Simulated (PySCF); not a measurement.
Below is a simulated gas-phase C 1s photoelectron spectrum of `N#C[C-](F)F`.

Every computed line was given a Gaussian of 1.0 eV full width at half maximum and an area set by the number of equivalent atoms; the highest printed point is 100. Computed with delta-SCF UKS SCAN, pcX-2 on the ionised atom, pcseg-1 elsewhere, spin-free X2C in PySCF 2.14.0.

binding energy (eV), intensity and a bar:
```
    284.8          0 
    284.9          1 
    285.0          1 
    285.1          2 #
    285.2          4 #
    285.3          7 ##
    285.4         12 ####
    285.5         20 ######
    285.6         29 #########
    285.7         41 ############
    285.8         55 ################
    285.9         69 #####################
    286.0         82 #########################
    286.1         93 ############################
    286.2         99 ##############################
    286.3        100 ##############################
    286.4         95 #############################
    286.5         86 ##########################
    286.6         74 ######################
    286.7         60 ##################
    286.8         46 ##############
    286.9         35 ##########
    287.0         26 ########
    287.1         20 ######
    287.2         18 #####
    287.3         20 ######
    287.4         26 ########
    287.5         35 ###########
    287.6         47 ##############
    287.7         61 ##################
    287.8         75 ######################
    287.9         87 ##########################
    288.0         96 #############################
    288.1        100 ##############################
    288.2         99 ##############################
    288.3         92 ############################
    288.4         81 ########################
    288.5         68 ####################
    288.6         54 ################
    288.7         40 ############
    288.8         28 ########
    288.9         19 ######
    289.0         12 ####
    289.1          7 ##
    289.2          4 #
    289.3          2 #
    289.4          1 
    289.5          1 
    289.6          0
```

Count the maxima, the lines and the sites behind this envelope.

The curve has 2 maxima (at 286.3 and 288.1 eV). Under it lie 2 lines from 2 inequivalent carbon sites.

Decompose the envelope and assign each component. Numbering: `[N:1]#[C:2][C-:3]([F:4])[F:5]`.

```
position (eV)  relative area  line  atoms                 environment
       286.27              1  C 1s     C2    carbon bonded to C and N
       288.13              1  C 1s     C3  carbon bonded to C and 2 F
```

What are the centre and the root-mean-square width of the whole band?

The area-weighted mean of the lines is 287.20 eV. Their own spread about it is 0.93 eV (rms) and each Gaussian has σ = 1.0/2.355 = 0.42 eV; the variances add, which gives 1.02 eV.

Above which line width would these two lines show one maximum?

Two equal Gaussians merge once their distance is under 2σ = FWHM/1.177. With 1.86 eV between them that is a full width over 2.19 eV.

Lowest listed C 1s: C2, bonded to N (triple bond) and C. Highest, 1.86 eV above it: C3, bonded to 2 F and C. Summing the Pauling electronegativity differences to the bonded atoms, each weighted by its formal bond order, gives +1.47 for the lowest site and +2.86 for the highest.

The curve has no shake-up lines and no vibrational structure. The species carries charge -1, so core ionisation leaves a neutral species. The basis sets have no added diffuse functions. Geometry: PBE0-D3(BJ)/def2-SVP; no solvent, vibrations or thermal averaging.

On one thread, Arm Neoverse V1, no GPU, shared host, this took 11 s.
